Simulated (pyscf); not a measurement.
**Four-centre exchange: F–SiH•–F + NH₃ → H₂N–Si•(F)–F + H₂**

Gas phase, doublet surface, charge 0. Bonds broken: Si2–H4, N5–H6. Bonds formed: Si2–N5, H4–H6. Structures and frequencies: ωB97X-D3(BJ)/def2-SVP in PySCF.

Transition state (Å):

```xyz
8

F     -0.3471     1.6953    -0.4658
Si     0.3044     0.6250     0.5773
F      1.7432     0.2745    -0.1339
H     -1.1994     0.6739     1.7005
N     -0.7455    -0.8468     0.1350
H     -1.3936    -0.1462     1.0676
H     -1.1073    -0.8596    -0.8211
H     -0.4252    -1.7798     0.3992
```

One imaginary mode, 1501i cm⁻¹; descent along it reached the two sides named, in the forms told below.

| bond | change | reactant side (Å) | saddle | product side |
|---|---|---|---|---|
| Si2–H4 | breaks | 1.516 | 1.878 | 4.1 |
| N5–H6 | breaks | 1.021 | 1.334 | 2.8 |
| Si2–N5 | forms | 2.234 | 1.861 | 1.716 |
| H4–H6 | forms | 2.7 | 1.054 | 0.760 |

Electronic energies relative to the separated reactants (kJ/mol):

```tsv
level	barrier	reaction energy	reverse barrier
ωB97X-D3(BJ)/def2-TZVP	102.4	-54.2	156.6
PBE/def2-TZVP	79.3	-48.7	128.0
r²SCAN/def2-TZVP	84.9	-58.7	143.6
B3LYP-D3(BJ)/def2-TZVP	101.3	-52.6	153.9
PBE0-D3(BJ)/def2-TZVP	88.7	-49.8	138.5
M06-2X/def2-TZVP	102.3	-63.4	165.7
ωB97M-D3(BJ)/def2-TZVP	101.6	-50.4	152.0
HF/def2-TZVP	191.4	-38.3	229.6
```

With ωB97M-D3(BJ)/def2-TZVP energies and thermal terms (ideal gas, 1 atm, RRHO with modes under 100 cm⁻¹ raised to 100, one conformer, R ln 2 for chiral ones without a mode under 150 cm⁻¹), in kJ/mol:

| T (K) | ΔH‡ | ΔG‡ | ΔH | ΔG |
|---|---|---|---|---|
| 298 | 89.9 | 133.8 | -63.8 | -57.4 |
| 600 | 92.0 | 177.8 | -57.5 | -53.4 |
| 900 | 95.9 | 219.9 | -52.7 | -52.5 |
| 1200 | 100.0 | 260.6 | -49.3 | -52.9 |

On the reactant side the descent ends in an adduct with a N–Si contact, 21.5 kJ/mol under the separated species and 123.9 kJ/mol under the saddle at ωB97X-D3(BJ)/def2-TZVP. What is counted as formed (N–Si) is already present as a longer contact in the reactant adduct; forming that adduct is a step of its own. At the saddle there is also a short H–Si contact that neither side keeps. The same reactants have a lower exit, to H₂N–SiH(F)–F + H• (barrier +60.1 kJ/mol at ωB97M-D3(BJ), against +101.6 kJ/mol here). One saddle was located; it need not be the lowest between these sides.
